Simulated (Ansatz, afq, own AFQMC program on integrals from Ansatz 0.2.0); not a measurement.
Two steps: Ansatz 0.2.0 writes the Fock matrix and Cholesky factors of the valence space, and afq projects on them the lowest state that overlaps trial and start.

```yaml
crystal:
  periodic: [false, false, false]
  atoms:
    - {symbol: Ge, position_ang: [0.000000, 0.003318, 0.673029]}
    - {symbol: Al, position_ang: [0.000000, -0.073496, -1.676950]}
    - {symbol: H, position_ang: [0.000000, 1.354593, -0.403542]}
    - {symbol: H, position_ang: [0.000000, 0.373709, -3.209907]}
basis:
  gaussian: {orbitals: cc-pVDZ}
magnetization: {spin_polarized: true, initial_magnetization: 1}
correlation: {method: ccsd_t, electrons: outside_noble_gas, hamiltonian_folder: ham}
```

```sh
$ ansatz run in.yaml --threads 1 --pin off --events-out ev --progress --plain --max-ram 1382MiB
```

Options of the walk:

```
--method phaseless --trial cisd --walkers 60 --populations 1 --least-time 40 --time-step 0.005 --steps-per-block 50 --equilibration-blocks 28 --max-blocks 300 --target-error 0.00036 --factor-cut 1e-05 --start spin_pure --seed 8950 --release-times 0.24,0.51,0.99,1.62,2.4 --release-step 0.03 --release-every 4 --taylor-order 6
```

Times are imaginary, in 1/Eh. The walk had a cap of 1011 s. Filled inner d shells are frozen with the cores.

Output of the walk:

```
orbitals 36  electrons 5 4  factors 284 of 596
reference energy -2318.35890762 Eh
CCSD correlation -0.16885456 Eh in 12 cycles, weight of the determinant in the CISD state 0.8643
energy of the start -2318.527380 Eh
 block  time / (1/Eh)  mean weight  energy / Eh
     1     0.250  1.0003  -2318.525378
     2     0.500  0.9992  -2318.526143
     3     0.750  1.0020  -2318.526927
     4     1.000  1.0009  -2318.528565
     5     1.250  1.0005  -2318.529759
     9     2.250  1.0018  -2318.532997
    21     5.250  0.9995  -2318.538045
    41    10.250  0.9991  -2318.535936
    46    11.500  0.9992  -2318.545572
    61    15.250  1.0012  -2318.535193
    81    20.250  0.9976  -2318.533072
   101    25.250  0.9999  -2318.537910
   121    30.250  0.9994  -2318.534932
   141    35.250  1.0012  -2318.533896
   161    40.250  0.9988  -2318.532513
   181    45.250  0.9983  -2318.535644
   201    50.250  1.0009  -2318.531926
   221    55.250  1.0003  -2318.533487
   236    59.000  1.0010  -2318.534043
blocks merged  error / Eh  count
     1  0.000231  210
     2  0.000295  105
     4  0.000349  52
     8  0.000351  26
    16  0.000403  13
released: time / (1/Eh)  energy / Eh  error  mean overlap
  0.24  -2318.536181  0.000409  1.0038
  0.51  -2318.536397  0.000403  0.9982
  0.99  -2318.536432  0.000387  1.0055
  1.62  -2318.536092  0.000444  1.0151
  2.40  -2318.536214  0.000535  0.9875
energy -2318.536323 +/- 0.000351 Eh
(rows thinned)
```

The run passed its tests (sampling time, drift between the halves within three errors, error under three times the target), which doesn't prove that it has relaxed.

Against this walk (error 9.5 meV) on the same determinant: CCSD(T) 52.9 meV higher, CCSDT(Q) 1.7 meV higher (within the noise). The error is statistical and leaves out the bias of the constraint. Released to 2.40 1/Eh the energy moves by 3 ± 17 meV (both errors), within twice the noise.

Cautions: constraint bias not in the error; no relativity below Rb; no spin-orbit coupling; inner d shell frozen.

The walk took 4.6 min on 1 thread of Arm Neoverse V1 (shared host). The log's last line is the phaseless energy.

CCSDT and higher add their correlation energy to the determinant of the CCSD(T) run, since their own runs factorise the integrals more tightly (a shift of under 2 meV). A walk keeps the symmetry of its determinant, which the program's search chose and which needn't be the lowest solution, so a lower state of the same spin and another symmetry isn't excluded.
